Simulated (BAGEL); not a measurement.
**C2H6 (SMILES CC) at B3LYP/6-31G(d) (density fitting with qzvpp-jkfit, Cartesian functions)**

We compute the energy of C2H6. 

Program for the calculation: BAGEL 1.2.2.

**1. The system as given**

C2H6: 8 atoms, total charge 0, spin state singlet. SMILES: `CC`. Geometry: relaxed at PBE0-D4/def2-TZVP.

Bond lengths: C1–C2 1.519 Å, C1–H3 1.093 Å, C1–H4 1.093 Å, C1–H5 1.093 Å, C2–H6 1.093 Å, C2–H7 1.093 Å, C2–H8 1.093 Å. Some angles: C1–C2–H6 111.4°, C1–C2–H7 111.4°, C1–C2–H8 111.4°, C2–C1–H3 111.4°, C2–C1–H4 111.4°, C2–C1–H5 111.4°, H6–C2–H7 107.5°, H6–C2–H8 107.5°, H7–C2–H8 107.5°, H3–C1–H4 107.5°.

**2. A single-point energy at B3LYP/6-31G(d) (density fitting with qzvpp-jkfit, Cartesian functions)**

calc.json reads:

```json
{ "bagel": [

{
  "title": "molecule",
  "basis": "6-31gs.json",
  "df_basis": "qzvpp-jkfit",
  "angstrom": true,
  "cartesian": true,
  "geometry": [
    { "atom": "C", "xyz": [      -0.326800,       0.132200,      -0.672500 ] },
    { "atom": "C", "xyz": [       0.326800,      -0.132200,       0.672500 ] },
    { "atom": "H", "xyz": [       0.070500,      -0.529600,      -1.445900 ] },
    { "atom": "H", "xyz": [      -1.407100,      -0.025700,      -0.629000 ] },
    { "atom": "H", "xyz": [      -0.158600,       1.160200,      -1.002400 ] },
    { "atom": "H", "xyz": [      -0.070400,       0.529600,       1.445900 ] },
    { "atom": "H", "xyz": [       1.407100,       0.025600,       0.628900 ] },
    { "atom": "H", "xyz": [       0.158500,      -1.160100,       1.002500 ] }
  ]
},

{
  "title": "ks",
  "xc_func": "b3lyp"
},

{
  "title": "print",
  "file": "orbitals.molden",
  "orbitals": true
}

]}
```

The basis set 6-31G* is read from a file made from the Basis Set Exchange's data (not shown).

On the command line:

```
$ BAGEL_NUM_THREADS=1 BAGEL calc.json > calc.out
```

The program printed:

```text
* using 1 threads per process

  ===============================================================
  ===============================================================

  Cartesian basis functions are used
  *** Geometry ***

  { "atom" : "C", "xyz" : [     -0.617562,      0.249822,     -1.270841 ] },
  { "atom" : "C", "xyz" : [      0.617562,     -0.249822,      1.270841 ] },
  { "atom" : "H", "xyz" : [      0.133226,     -1.000799,     -2.732355 ] },
  { "atom" : "H", "xyz" : [     -2.659034,     -0.048566,     -1.188638 ] },
  { "atom" : "H", "xyz" : [     -0.299711,      2.192460,     -1.894261 ] },
  { "atom" : "H", "xyz" : [     -0.133037,      1.000799,      2.732355 ] },
  { "atom" : "H", "xyz" : [      2.659034,      0.048377,      1.188449 ] },
  { "atom" : "H", "xyz" : [      0.299522,     -2.192271,      1.894450 ] },

  Number of auxiliary basis functions:      298

  Since a DF basis is specified, we compute 2- and 3-index integrals:
    o Being stored without compression. Storage requirement is 0.004 GB

  Number of basis functions:       42
  Number of electrons      :       18

    * METHOD: MOLECULE                             0.04

  *** Kohn-Sham DFT ***

    * Removing 13461 points whose weight is below 1.00e-10
    * Grid points: 105787

  === Nuclear Repulsion ===
    42.3285295130

       - DIIS with orbital gradients will be used.

  === KS iteration (b3lyp / 6-31gs.json) ===
      0        -64.43653881          0.20010906           0.12
      1        -71.07478336          0.16995895           0.12
      2        -72.80937011          0.20103693           0.12
      3        -79.56367900          0.04478685           0.12
      4        -79.78959016          0.01808006           0.12
      5        -79.82785269          0.00434467           0.12
      6        -79.82980358          0.00213407           0.13
      7        -79.83031428          0.00024820           0.15
      8        -79.83032211          0.00000606           0.12
      9        -79.83032212          0.00000044           0.12
     10        -79.83032212          0.00000005           0.12
     11        -79.83032212          0.00000001           0.12
    * SCF iteration converged.

    * Permanent dipole moment:
           (    0.000005,     0.000011,    -0.000022) a.u.

    * METHOD: KS                                   1.75

    * METHOD: PRINT                                0.00

  ===============================================================
```

Run time: 2.1 s. Hardware: 1 thread of Intel Xeon 6975P-C (Granite Rapids), shared host; peak memory 0.22 GiB.

**3. Summary of results**

At B3LYP/6-31G* (density fitting with qzvpp-jkfit, Cartesian functions):

```
     quantity         value
 total energy  -79.83032 Eh
dipole moment        0.00 D
  HOMO energy      -9.24 eV
  LUMO energy       2.87 eV
HOMO–LUMO gap      12.11 eV
```
